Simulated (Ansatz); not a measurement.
System: rock-salt MgO. Method: PBE0 (Ansatz, an electronic-structure program, PAW).

Total energies, extrapolated to zero smearing (they compare only within this program, potentials and cutoff; free atoms with spin allowed, lowest state found):

| system | energy (eV/atom) |
|---|---|
| rock-salt MgO, relaxed | -1247.3025 |
| free Mg atom | -1922.7028 |
| free O atom | -562.0541 |

### Question
Work out the cohesive energy per atom.

### Answer
E_coh = [1 × (-1922.7028) + 1 × (-562.0541)]/2 − (-1247.3025) = 4.92 eV/atom. The reference value is 5.2 eV/atom (measured, static lattice: zero-point vibration energy added, sources range from 5.19 to 5.27; as tabulated in Mejia-Rodriguez and Trickey (2018), arXiv:1807.09216), a difference of -0.28 eV/atom.

The PAW data were made under PBE.
